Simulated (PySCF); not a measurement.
Species: C₄H₅N.
Structure used (PBE0-D3(BJ)/def2-SVP), in Å, numbered top down from 1:
```
atom  x, y, z in Å
C1    -1.6963   -0.3773   -0.2626
C2    -0.5120   -0.1943    0.3169
C3     0.6457    0.5065   -0.3404
C4     1.8446   -0.3253   -0.4167
N5     2.7940   -0.9845   -0.4699
H6    -1.8968   -0.0326   -1.2821
H7    -2.5117   -0.8802    0.2629
H8    -0.3364   -0.5579    1.3354
H9     0.3781    0.8286   -1.3596
H10    0.9118    1.4183    0.2232
```

Computed with core-valence-separated Tamm–Dancoff BHandHLYP/aug-pcX-1 (pcseg-1 on H) in PySCF, non-relativistic, gas phase, PBE0-D3(BJ)/def2-SVP geometry. The energies are unshifted.

List the carbon K-edge absorption lines.

```
E (eV)       f  core hole on  main final orbital                        polarisation
282.54  0.0597            C1         LUMO (40 %)  normal to the local trigonal plane
282.86  0.0627            C2         LUMO (46 %)  normal to the local trigonal plane
284.05  0.0630            C4       LUMO+8 (36 %)              across the triple bond
284.12  0.0653            C4       LUMO+6 (35 %)              across the triple bond
285.98  0.0101            C1       LUMO+1 (40 %)         in the local trigonal plane
286.34  0.0149            C1       LUMO+3 (51 %)         in the local trigonal plane
286.39  0.0309            C2       LUMO+3 (46 %)         in the local trigonal plane
286.51  0.0071            C3         LUMO (80 %)                                   –
286.91  0.0015            C4       LUMO+1 (38 %)                               mixed
286.92  0.0089            C3       LUMO+1 (64 %)                                   –
286.96  0.0230            C3       LUMO+5 (30 %)                                   –
287.13  0.0117            C2              spread         in the local trigonal plane
287.16  0.0023            C1       LUMO+2 (47 %)                               mixed
287.27  0.0051            C4         LUMO (52 %)                               mixed
287.39  0.0107            C2              spread         in the local trigonal plane
287.51  0.0066            C1       LUMO+4 (36 %)  normal to the local trigonal plane
287.68  0.0004            C2       LUMO+2 (74 %)                                   –
287.72  0.0010            C3       LUMO+5 (32 %)                                   –
287.73  0.0034            C1       LUMO+5 (50 %)                               mixed
```

The first line with a tenth or more of the strongest one's intensity is at 282.54 eV (f = 0.060), with the hole on C1 (terminal =CH2 carbon), polarised normal to the local trigonal plane: a 1s→π* resonance. The strongest listed is at 284.12 eV (f = 0.065; C4).

List the nitrogen K-edge absorption lines.

```
E (eV)       f  core hole on  main final orbital            polarisation
397.26  0.0631            N5       LUMO+5 (31 %)  across the triple bond
397.44  0.0630            N5       LUMO+6 (39 %)  across the triple bond
400.87  0.0005            N5              spread                       –
401.57  0.0011            N5         LUMO (43 %)                   mixed
401.89  0.0008            N5       LUMO+3 (69 %)                       –
402.10  0.0020            N5       LUMO+4 (42 %)                   mixed
402.18  0.0001            N5       LUMO+2 (52 %)                       –
```

The first line with a tenth or more of the strongest one's intensity is at 397.26 eV (f = 0.063), with the hole on N5 (nitrile nitrogen), polarised across the triple bond: a 1s→π* resonance. It is also the strongest listed.

Roots within 0.03 eV whose holes lie on the same, on equivalent or on shared atoms are summed into one line, and the highest roots are left out, as the search may have cut off their partners. Final orbitals are the ground state's empty Kohn–Sham orbitals. A dash: too weak, shared between unlike atoms, or no plane or axis to refer to.

What are the wavelength and the wavenumber of the 284.05 eV line?

λ = 12398.42 eV Å/284.05 eV = 43.649 Å; 2.2910 × 10⁶ cm⁻¹.

The list ends where the root search ended, not at a threshold.

One conformer stands for the species.
